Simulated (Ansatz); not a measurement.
Geometry optimisation, RKS PBE0-D4/STO-3G (Ansatz 0.2.0).

Input file:

```yaml
crystal:
  periodic: [false, false, false]
  atoms:
    - { symbol: C, position_ang: [-1.6158, -0.7227, 1.0094] }
    - { symbol: C, position_ang: [-0.2175, -0.5898, 0.6441] }
    - { symbol: C, position_ang: [0.3128, 0.1543, -0.3425] }
    - { symbol: C, position_ang: [1.911, 0.0976, -0.5649] }
    - { symbol: "N", position_ang: [-0.3517, 0.9894, -1.182] }
    - { symbol: H, position_ang: [-1.8229, -0.285, 2.0113] }
    - { symbol: H, position_ang: [-1.9564, -1.7224, 0.9733] }
    - { symbol: H, position_ang: [-2.2743, -0.1002, 0.3133] }
    - { symbol: H, position_ang: [0.4344, -1.2022, 1.2961] }
    - { symbol: H, position_ang: [2.2902, 1.0747, -0.3858] }
    - { symbol: H, position_ang: [2.3254, -0.6147, 0.1365] }
    - { symbol: H, position_ang: [2.0647, -0.2273, -1.5703] }
    - { symbol: H, position_ang: [-1.2901, 1.3402, -0.8015] }
    - { symbol: H, position_ang: [0.1773, 1.7789, -1.5082] }
basis:
  gaussian: { orbitals: STO-3G }
hamiltonian:
  xc: pbe0
  dispersion: d4
relax:
  f_tol: 0.02
  max_steps: 40
```

Launched with:

```bash
$ ansatz run input.yaml --threads 1 --pin off --max-ram 2048MiB --backend cpu --events-out ev --progress --plain --runs-dir out
```

Q: Where does it end, and by what steps?

A: The forces met the threshold. The force dipped under the threshold on the way, but the program's further checks kept it going. Limits of this set-up: minimal basis. After 20 steps the energy has fallen by 0.654 eV; H8 moved furthest, 0.55 Å.

```json
{"step": "0", "energy less start (eV)": "0.0000", "largest force component (eV/Å)": "4.188", "accepted": "yes"}
{"step": "1", "energy less start (eV)": "-0.5718", "largest force component (eV/Å)": "1.286", "accepted": "yes"}
{"step": "2", "energy less start (eV)": "-0.6178", "largest force component (eV/Å)": "0.532", "accepted": "yes"}
{"step": "3", "energy less start (eV)": "-0.6404", "largest force component (eV/Å)": "0.200", "accepted": "yes"}
{"step": "4", "energy less start (eV)": "-0.6466", "largest force component (eV/Å)": "0.051", "accepted": "yes"}
{"step": "5", "energy less start (eV)": "-0.6471", "largest force component (eV/Å)": "0.019", "accepted": "yes"}
{"step": "6", "energy less start (eV)": "-0.6476", "largest force component (eV/Å)": "0.035", "accepted": "yes"}
{"step": "7", "energy less start (eV)": "-0.6471", "largest force component (eV/Å)": "0.248", "accepted": "no"}
{"step": "8", "energy less start (eV)": "-0.6484", "largest force component (eV/Å)": "0.053", "accepted": "yes"}
{"step": "9", "energy less start (eV)": "-0.6489", "largest force component (eV/Å)": "0.195", "accepted": "yes"}
{"step": "10", "energy less start (eV)": "-0.6506", "largest force component (eV/Å)": "0.094", "accepted": "yes"}
{"step": "11", "energy less start (eV)": "-0.6507", "largest force component (eV/Å)": "0.258", "accepted": "yes"}
{"step": "12", "energy less start (eV)": "-0.6520", "largest force component (eV/Å)": "0.129", "accepted": "yes"}
{"step": "13", "energy less start (eV)": "-0.6468", "largest force component (eV/Å)": "0.318", "accepted": "no"}
{"step": "14", "energy less start (eV)": "-0.6530", "largest force component (eV/Å)": "0.034", "accepted": "yes"}
{"step": "15", "energy less start (eV)": "-0.6506", "largest force component (eV/Å)": "0.108", "accepted": "no"}
{"step": "16", "energy less start (eV)": "-0.6534", "largest force component (eV/Å)": "0.015", "accepted": "yes"}
{"step": "17", "energy less start (eV)": "-0.6537", "largest force component (eV/Å)": "0.051", "accepted": "yes"}
{"step": "18", "energy less start (eV)": "-0.6539", "largest force component (eV/Å)": "0.032", "accepted": "yes"}
{"step": "19", "energy less start (eV)": "-0.6540", "largest force component (eV/Å)": "0.021", "accepted": "yes"}
{"step": "20", "energy less start (eV)": "-0.6541", "largest force component (eV/Å)": "0.018", "accepted": "yes"}
```

```xyz
14
Properties=species:S:1:pos:R:3
C -1.660 -0.629 1.031
C -0.177 -0.572 0.716
C 0.382 0.120 -0.293
C 1.887 0.122 -0.549
N -0.372 0.835 -1.297
H -1.821 -0.736 2.112
H -2.150 -1.485 0.539
H -2.186 0.280 0.702
H 0.479 -1.164 1.358
H 2.291 1.145 -0.511
H 2.403 -0.484 0.204
H 2.107 -0.288 -1.545
H -1.313 1.092 -0.916
H 0.118 1.734 -1.522
```

Whether the end is a true minimum wasn't checked by a vibrational analysis.

The run took 43 s on 1 thread of Intel(R) Xeon(R) Platinum 8375C CPU @ 2.90GHz (Ice Lake), with other jobs on the host, peak memory 0.12 GiB.
